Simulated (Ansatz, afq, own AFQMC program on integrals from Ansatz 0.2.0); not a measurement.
Two steps: Ansatz 0.2.0 writes the Fock matrix and Cholesky factors of the valence space, and afq projects on them the lowest state that overlaps trial and start.

```yaml
crystal:
  periodic: [false, false, false]
  atoms:
    - {symbol: Ge, position_ang: [-0.047455, 0.000000, 0.469333]}
    - {symbol: B, position_ang: [0.251178, -0.000001, -2.989800]}
    - {symbol: H, position_ang: [0.395722, 1.276988, 1.187107]}
    - {symbol: H, position_ang: [0.395722, -1.276987, 1.187108]}
    - {symbol: H, position_ang: [-0.065535, -0.000002, -4.129873]}
basis:
  gaussian: {orbitals: cc-pVDZ}
magnetization: {spin_polarized: false}
correlation: {method: ccsd_t, electrons: outside_noble_gas, hamiltonian_folder: ham}
```

```sh
$ ansatz run in.yaml --threads 1 --pin off --events-out ev --progress --plain --max-ram 1382MiB
```

afq runs on the folder ham with

```
--method phaseless --trial hf --walkers 120 --populations 1 --least-time 40 --time-step 0.005 --steps-per-block 20 --equilibration-blocks 160 --max-blocks 600 --target-error 0.00228 --factor-cut 1e-05 --seed 6174 --taylor-order 6
```

Times are imaginary, in 1/Eh. The walk had a cap of 1579 s. Filled inner d shells are frozen with the cores.

Log:

```
orbitals 41  electrons 5 5  factors 309 of 590
reference energy -2101.55137133 Eh
CCSD correlation -0.19804388 Eh in 18 cycles, weight of the determinant in the CISD state 0.8427
energy of the start -2101.551371 Eh
 block  time / (1/Eh)  mean weight  energy / Eh
     1     0.100  0.9995  -2101.582222
     2     0.200  1.0012  -2101.607312
     3     0.300  1.0003  -2101.629034
     4     0.400  1.0004  -2101.644644
     5     0.500  1.0011  -2101.660254
     7     0.700  0.9988  -2101.677303
     9     0.900  1.0007  -2101.691045
    15     1.500  1.0000  -2101.712889
    43     4.300  1.0004  -2101.753135
    57     5.700  1.0005  -2101.725969
    71     7.100  1.0013  -2101.748841
    99     9.900  0.9981  -2101.751987
   127    12.700  0.9987  -2101.753798
   141    14.100  1.0028  -2101.793656
   155    15.500  1.0009  -2101.746002
   183    18.300  1.0007  -2101.757371
   211    21.100  0.9996  -2101.751376
   239    23.900  0.9979  -2101.776336
   267    26.700  0.9995  -2101.754375
   295    29.500  1.0010  -2101.749689
   323    32.300  1.0003  -2101.747279
   351    35.100  1.0019  -2101.761530
   379    37.900  1.0006  -2101.764473
   407    40.700  1.0010  -2101.751681
   435    43.500  1.0004  -2101.746154
   463    46.300  1.0009  -2101.757131
   491    49.100  1.0007  -2101.761129
   519    51.900  0.9987  -2101.747743
   547    54.700  0.9992  -2101.736086
blocks merged  error / Eh  count
     1  0.000802  400
     2  0.001029  200
     4  0.001306  100
     8  0.001551  50
    16  0.001792  25
    32  0.002252  12
energy -2101.756516 +/- 0.001792 Eh
(rows thinned)
```

The run passed its tests (sampling time, drift between the halves within three errors, error under three times the target), which doesn't prove that it has relaxed. The second half of the sampling lies above the first by 2.6 errors of their difference, so the energy may still be moving and its error bar be too small.

Against this walk (error 48.8 meV) on the same determinant: CCSD(T) 83.1 meV higher (within the noise), CCSDT(Q) 42.1 meV higher (within the noise), a separate phaseless walk with a CISD trial and standard settings 57.7 ± 51.3 meV higher (within the noise). The error is statistical and leaves out the bias of the constraint.

Cautions: constraint bias not in the error; no relativity below Rb; no spin-orbit coupling; inner d shell frozen; higher spins were not checked; restricted determinant unstable towards unrestricted (UHF 399 meV lower, ⟨S²⟩ 1.03).

The walk took 63 s on 1 thread of AMD EPYC 9R45 96-Core Processor (Zen 5), on a shared host. The log's last line is the phaseless energy.

CCSDT and higher add their correlation energy to the determinant of the CCSD(T) run, since their own runs factorise the integrals more tightly (a shift of under 2 meV). A walk keeps the symmetry of its determinant, which the program's search chose and which needn't be the lowest solution, so a lower state of the same spin and another symmetry isn't excluded.
